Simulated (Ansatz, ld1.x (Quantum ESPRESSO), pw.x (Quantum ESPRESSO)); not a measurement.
**pw.x on diamond Mg: one setting changed**

Potential: ultrasoft, ld1.x (Quantum ESPRESSO) 7.5, LDA (PW92); core [Ne], reference 3s2 3p0; waves: 3s (bound): rcut 1.85, rcutus 2.55 bohr; 3s channel at 0.45 Ry: rcut 1.85, rcutus 2.55 bohr; 3p (bound, empty): rcut 1.90, rcutus 2.55 bohr; 3p channel at 0.25 Ry: rcut 1.90, rcutus 2.55 bohr; 3d channel at 0.45 Ry: rcut 1.85, rcutus 2.40 bohr; 3d channel at 0.65 Ry: rcut 1.85, rcutus 2.40 bohr; local part: all-electron potential smoothed inside 2.45 bohr (lloc = -1); core correction: Bessel-smoothed model core inside 1.55 bohr; augmentation: built from norm-conserving waves at rcut, not smoothed further.

The reference run (k-mesh 8³, cutoffs 40/600 Ry, Fermi–Dirac 0.01 Ry, mixing_beta 0.4, conv_thr 1e-9, no spin) gives -0.01 GPa at 37.617 Å³/atom, where all-electron LAPW gives -0.01 GPa. This run, with its own iteration cap, changes smearing to gauss.

```
&control
  calculation='scf', prefix='x', pseudo_dir='./', outdir='./tmp', tstress=.true., disk_io='none'
/
&system
  ibrav=0, nat=2, ntyp=1, ecutwfc=40, ecutrho=600, nbnd=9,
  occupations='smearing', smearing='gauss', degauss=0.01
/
&electrons
  conv_thr=1e-09, mixing_beta=0.4, electron_maxstep=50
/
ATOMIC_SPECIES
Mg 1.0 Mg.UPF
CELL_PARAMETERS angstrom
  0.00000000 3.35064219 3.35064219
  3.35064219 0.00000000 3.35064219
  3.35064219 3.35064219 0.00000000
ATOMIC_POSITIONS crystal
Mg 0.0000 0.0000 0.0000
Mg 0.2500 0.2500 0.2500
K_POINTS automatic
8 8 8 0 0 0
```

```bash
pw.x < Mg.scf.in > Mg.scf.out
```

**Question.** How does the run end?

**Answer.** It converges in 7 iterations; the free energy moves by +15.9 meV/atom and the pressure by -0.06 GPa. Gaussian smearing of the same width is narrower in effect than Fermi–Dirac, so its quadratic term in F is smaller.

```
Message from routine setup:
     using ibrav=0 with symmetry is DISCOURAGED, use correct ibrav instead
     lattice parameter (alat)  =       8.9545  a.u.
     unit-cell volume          =     507.7042 (a.u.)^3
     number of electrons       =         4.00
     number of Kohn-Sham states=            9
     kinetic-energy cutoff     =      40.0000  Ry
     charge density cutoff     =     600.0000  Ry
     scf convergence threshold =      1.0E-09
     Exchange-correlation= PW
     number of k points=    29  Gaussian smearing, width (Ry)=  0.0100
     iteration #  1     ecut=    40.00 Ry     beta= 0.40
     total energy              =     -10.81969631 Ry
     estimated scf accuracy    <       0.00309235 Ry
     iteration #  2     ecut=    40.00 Ry     beta= 0.40
     total energy              =     -10.81965919 Ry
     estimated scf accuracy    <       0.00091775 Ry
     iteration #  3     ecut=    40.00 Ry     beta= 0.40
     total energy              =     -10.81972491 Ry
     estimated scf accuracy    <       0.00002519 Ry
     iteration #  4     ecut=    40.00 Ry     beta= 0.40
     total energy              =     -10.81972569 Ry
     estimated scf accuracy    <       0.00000001 Ry
     iteration #  5     ecut=    40.00 Ry     beta= 0.40
     total energy              =     -10.81972572 Ry
     estimated scf accuracy    <          1.0E-09 Ry
     iteration #  6     ecut=    40.00 Ry     beta= 0.40
     total energy              =     -10.81972572 Ry
     estimated scf accuracy    <          1.0E-09 Ry
     iteration #  7     ecut=    40.00 Ry     beta= 0.40
     the Fermi energy is     0.7419 ev
!    total energy              =     -10.81972572 Ry
     estimated scf accuracy    <          1.8E-11 Ry
     smearing contrib. (-TS)   =      -0.00099653 Ry
     The total energy is F=E-TS. E is the sum of the following terms:
     one-electron contribution =       1.57665761 Ry
     hartree contribution      =       0.11236475 Ry
     xc contribution           =      -9.10473732 Ry
     ewald contribution        =      -3.40301423 Ry
     convergence has been achieved in   7 iterations
          total   stress  (Ry/bohr**3)                   (kbar)     P=       -0.73
     Message from routine punch:
     Nothing written, as per user request (disk_io='none')
```

The run took about 16 s on one core of a shared host (Neoverse-V2, 48 threads, 185 GiB, load 39).
